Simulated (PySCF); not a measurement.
## Basis-set dependence of LiSi⁺ at CCSD(T)

PySCF, UHF reference; triplet, unpaired electrons σ ↑, π ↑; De to Li⁺ + Si without counterpoise correction. Frozen cores follow the default of each basis and core potential.

```json
{"basis": "3-21G", "relativity": "no relativity", "functions": "22", "Re (Å)": "2.859", "ωe (cm⁻¹)": "265", "De (eV)": "0.79", "frozen orbitals": "5"}
{"basis": "6-31G(d,p)", "relativity": "no relativity", "functions": "32", "Re (Å)": "2.768", "ωe (cm⁻¹)": "286", "De (eV)": "0.77", "frozen orbitals": "5"}
{"basis": "def2-TZVP", "relativity": "no relativity", "functions": "51", "Re (Å)": "2.774", "ωe (cm⁻¹)": "266", "De (eV)": "0.66", "frozen orbitals": "5"}
```

(1) How does each smaller set differ from the one with most functions, def2-TZVP?

Correlated steps freeze 5 core orbitals. Correlated levels converge slowly with the basis: in double zeta they bind strong bonds too weakly, by up to about 1 eV, and carry superposition errors of some tenths. For an ion De counts to the pair picked by the measured ionisation energies or electron affinities, which need not be the lowest pair at this level. 3-21G is very small, so such numbers show the basis as much as the molecule. The state was picked by a PBE0 search and need not be the measured ground state.

Results:

(1) 3-21G: +8.5 pm, -0.4 % in ωe, +0.13 eV in De; 6-31G(d,p): -0.6 pm, +7.5 % in ωe, +0.11 eV in De. All at CCSD(T); the set with most functions is neither the basis-set limit nor always the best.
